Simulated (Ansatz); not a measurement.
C2H6, SMILES CC (connectivity only; charge and spin as stated), charge +1, multiplicity 2.

Coordinates come from a PBE-D3(BJ)/def2-TZVP optimisation. The spin state was assumed, not searched.

Two levels are set side by side: PBE/def2-TZVPD (Ansatz, an electronic-structure program) and CAM-B3LYP/def2-TZVPD (Ansatz). Energy differences of separate SCF runs at the same geometry; the states with an electron removed or added have multiplicity 1 and 1. Differences are taken from unrounded values.

```
quantity                           PBE
-------------------------------  -----
vertical ionisation energy (eV)  19.02
vertical electron affinity (eV)  10.29
```

**Question.** These are the PBE values. What does CAM-B3LYP give? (Estimate from the structure and the level; the computed values follow.)

**Answer.** 
```
quantity                         CAM-B3LYP  PBE minus CAM-B3LYP
-------------------------------  ---------  -------------------
vertical ionisation energy (eV)      19.45                -0.44
vertical electron affinity (eV)      10.65                -0.37
```
